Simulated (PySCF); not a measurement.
How the method moves the adiabatic energies of losing or gaining an electron of `[SiH3][S]` (H3SSi•)

The parent is a doublet.

All levels share the PBE0-D3(BJ)/ma-def2-SVP structures and the PBE0-D3(BJ)/ma-def2-SVP thermal terms; only the single-point energies (PySCF) change. Values are adiabatic energies of losing or gaining an electron (0 K, eV).

| level | electron affinity to the singlet anion | time |
| --- | --- | --- |
| HF/ma-def2-TZVP | 1.69 | 7.7 s |
| CCSD(T)/ma-def2-TZVP | 2.79 | 8.1 min |
| M06-2X/ma-def2-TZVP | 2.91 | – |
| MP2/ma-def2-TZVP | 2.92 | 23 s |

Times are wall times for all single points of a level on 1 thread of Intel Xeon Platinum 8488C, a shared host; the dash marks the run that also made the structures.

Hartree-Fock leaves out electron correlation, so its ionisation energies and electron affinities from energy differences mostly come out too low, often by 1 eV or more, where an electron pair is broken or made.

The spread: 1.22 eV, from 1.69 to 2.92.

Differences come from unrounded values, so a last digit can differ from that of the printed terms.
